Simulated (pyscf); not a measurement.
Four-centre exchange: `[OH][B]([Cl])[Cl]` + `[H][H]` -> `[OH][B]([Cl])[Cl]` + `[H][H]`

Gas phase, singlet surface, charge 0. Bonds broken: O1–H6, H5–H7. Bonds formed: O1–H5, H6–H7. Single points on ωB97X-D3(BJ)/def2-SVP structures (PySCF, gas phase).

Transition state (Å):

```xyz
7

O     -0.3189    -0.4528    -0.0225
B      0.4901     0.5497    -0.3533
Cl     2.1371     0.6339     0.2864
Cl    -0.0538     1.8320    -1.4436
H     -0.7014    -1.6120     0.5652
H     -1.4456    -1.2051    -0.0225
H     -1.5825    -2.0526     0.4698
```

One imaginary mode, 2466i cm⁻¹; descent along it reached the two sides named.

| bond | change | reactant side (Å) | saddle | product side |
|---|---|---|---|---|
| O1–H6 | breaks | 0.966 | 1.355 | 3.1 |
| H5–H7 | breaks | 0.761 | 0.990 | 2.050 |
| O1–H5 | forms | 3.1 | 1.355 | 0.967 |
| H6–H7 | forms | 2.083 | 0.990 | 0.761 |

Electronic energies relative to the separated reactants (kJ/mol):

```json
[
 {"level": "ωB97X-D3(BJ)/def2-TZVP", "barrier": "300.7", "reaction energy": "0.0", "reverse barrier": "300.7"},
 {"level": "PBE/def2-TZVP", "barrier": "260.9", "reaction energy": "0.0", "reverse barrier": "260.9"},
 {"level": "r²SCAN/def2-TZVP", "barrier": "281.6", "reaction energy": "0.0", "reverse barrier": "281.6"},
 {"level": "B3LYP-D3(BJ)/def2-TZVP", "barrier": "287.6", "reaction energy": "0.0", "reverse barrier": "287.6"},
 {"level": "PBE0-D3(BJ)/def2-TZVP", "barrier": "282.5", "reaction energy": "0.0", "reverse barrier": "282.5"},
 {"level": "M06-2X/def2-TZVP", "barrier": "305.5", "reaction energy": "0.0", "reverse barrier": "305.5"},
 {"level": "ωB97M-D3(BJ)/def2-TZVP", "barrier": "295.1", "reaction energy": "0.0", "reverse barrier": "295.1"},
 {"level": "HF/def2-TZVP", "barrier": "378.4", "reaction energy": "0.0", "reverse barrier": "378.4"}
]
```

With ωB97M-D3(BJ)/def2-TZVP energies and thermal terms (ideal gas, 1 atm, RRHO with modes under 100 cm⁻¹ raised to 100, one conformer, R ln 2 for chiral ones without a mode under 150 cm⁻¹), in kJ/mol:

```tsv
T (K)	ΔH‡	ΔG‡	ΔH	ΔG
298	290.0	323.0	0.0	0.0
600	287.3	357.7	0.0	0.0
900	287.0	393.0	0.0	0.0
1200	288.2	428.2	0.0	0.0
```

The same reactants have a lower exit, to HO–BH–Cl + HCl (barrier +179.2 kJ/mol at ωB97M-D3(BJ)/def2-TZVP, against +295.1 kJ/mol here). This is the saddle that the search found; another between the same sides may lie lower.
